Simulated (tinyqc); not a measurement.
UKS/B3LYP (VWN-RPA form) in the sto-6g basis, for LiH, spin multiplicity 3, step by step. This run ends on a higher stationary point, not on the lowest solution. Computed by tinyqc, a small Python program that keeps every step (integrals from PySCF). Settings: charge = 0, multiplicity = 3, basis = sto-6g, energy threshold = 1e-09, iteration cap = 76, orthogonalisation = symmetric, start = core, DIIS depth = 8, method = UKS, functional = b3lyp, grid = [10, 50]. Command: `OMP_NUM_THREADS=1 python tinyqc.py 22709 22710 out.jsonl` (the two numbers bound the seeds that draw the settings). One thread of a shared host (Intel(R) Xeon(R) Processor @ 2.60GHz), about 3 s of CPU time with the checks.

Geometry (angstrom):
```
atom,x,y,z
Li,0.000000,0.000000,0.000000
H,0.000000,0.000000,1.825000
```

Stop when the energy changes by less than 1e-09 hartree and every element of the error matrix X^T (F D S - S D F) X (for each spin) is below 9e-06.

Course of the cycle:
```
iteration,E (hartree),change,largest element of the error matrix
1,-7.83944626,-,1.30e-01
2,-7.88604118,-4.66e-02,3.57e-03
3,-7.88609813,-5.70e-05,2.13e-04
4,-7.88609928,-1.15e-06,2.05e-04
5,-7.88610059,-1.32e-06,1.95e-04
6,-7.88611072,-1.01e-05,1.66e-05
7,-7.88611078,-6.07e-08,3.47e-06
8,-7.88611079,-2.77e-09,2.91e-07
9,-7.88611079,-1.96e-11,4.52e-10
```

Can the last value be used, and what does the course show?

No, though the log alone does not show it. Converged in 9 iterations. But the solution lies 0.04016 hartree above the reference: it is another stationary point, not the lowest one. Reruns (cap 100 unless said): damping 0.5: converged in 99; level shift 0.5: not converged; atomic densities as start, DIIS 8: converged in 7. PySCF UKS in the same basis, fine grid, after a stability check = -7.92626892 hartree, which differs from a converged run on this coarse grid by the grid error.
